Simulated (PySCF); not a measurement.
## C2H2F2S: core ionisation energies

Compound: C2H2F2S.
Structure used (GFN2-xTB), in Å, numbered top down from 1:
```xyz
7
C2H2F2S angstrom
F     -1.3408    0.7841   -0.6674
C     -0.6252   -0.1145    0.0525
F     -1.0167    0.0377    1.3416
C      0.8456    0.1711   -0.0770
S      1.8916   -0.9108   -0.6349
H     -0.9011   -1.1265   -0.2793
H      1.1500    1.1638    0.2375
```

Method: delta-SCF UKS SCAN, pcX-2 on the ionised atom, pcseg-1 elsewhere, spin-free X2C (PySCF). Binding energies are ΔSCF values: E(core-ionised, relaxed orbitals) − E(ground state) at a fixed geometry, referred to the vacuum level.

Q: Give the core binding energies atom by atom.

A: 
```json
{"atom(s)": "S5", "environment": "thiocarbonyl sulfur", "level": "S 1s", "binding energy (eV)": "2477.93", "count": "1"}
{"atom(s)": "F1/F3", "environment": "fluorine of a CF2 group", "level": "F 1s", "binding energy (eV)": "693.58", "count": "2"}
{"atom(s)": "C2", "environment": "CHF2 carbon", "level": "C 1s", "binding energy (eV)": "296.23", "count": "1"}
```

Q: Which photon wavelength matches the S 1s of S5 threshold?

A: λ = hc/E = 12398.42 eV Å / 2477.93 eV = 5.004 Å.

Atoms equivalent by their bonding share one computed value, that of the first of them. The list is incomplete; no value stands for C 1s of C4 (hole states with ⟨S²⟩ of 1 or more are left out). One conformer (not necessarily the lowest) at the GFN2-xTB geometry, without solvent, vibrations or thermal averaging.
